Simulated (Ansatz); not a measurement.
The input, for Ansatz 0.2.0:

```yaml
crystal:
  periodic: [false, false, false]
  atoms:
    - {symbol: W, position_ang: [0.000000, 0.000000, 0.000000]}
    - {symbol: H, position_ang: [0.000000, 0.000000, 1.712600]}
basis:
  gaussian: {orbitals: def2-mTZVP}
total_charge: 1
magnetization: {spin_polarized: false, initial_magnetization: 6}
hamiltonian: {pseudopotentials: {relativity: scalar}}
correlation: {method: mp2, electrons: outside_noble_gas}
```

```sh
$ ansatz run in.yaml --threads 1 --pin off --events-out ev --progress --plain --max-ram 2393MiB
```

**Question.** Roughly how long does this take on 1 thread of Arm Neoverse V2, shared host, and how much host memory?

**Answer.** 0.39 s wall and 0.07 GiB.

```
447 factors; integrals over basis functions are off by at most 1.8e-4 eV
mean field evaluation 1: about -1809.8220 eV, gradient 1.8e1 eV
mean field evaluation 2: about -1809.8303 eV, gradient 1.8e1 eV
mean field evaluation 4: about -1811.2095 eV, gradient 2.2e0 eV
mean field evaluation 8: about -1811.2334 eV, gradient 1.0e-1 eV
mean field -1811.23342908 eV, -66.5616008205 hartree, gradient 1.5e-6 eV, S^2 12.000000; 0 other end points of the search recorded, 0 dependent functions left out
mean field evaluation 16: about -1809.9219 eV, gradient 1.6e1 eV
4 core orbitals not correlated: weight in the atoms' cores, before any rotation towards them, 0.998 or more for the frozen orbitals, at most 0.002 for the correlated occupied ones
reference -1811.23342908 eV, -66.5616008205 hartree; 6, 0 occupied and 29, 35 virtual orbitals, 447 factors
second order -0.42455011 eV of doubles, -0.00001078 eV of singles
Total energy: -1811.65798997 eV, -66.5772031456 hartree
Relativity: scalar
```
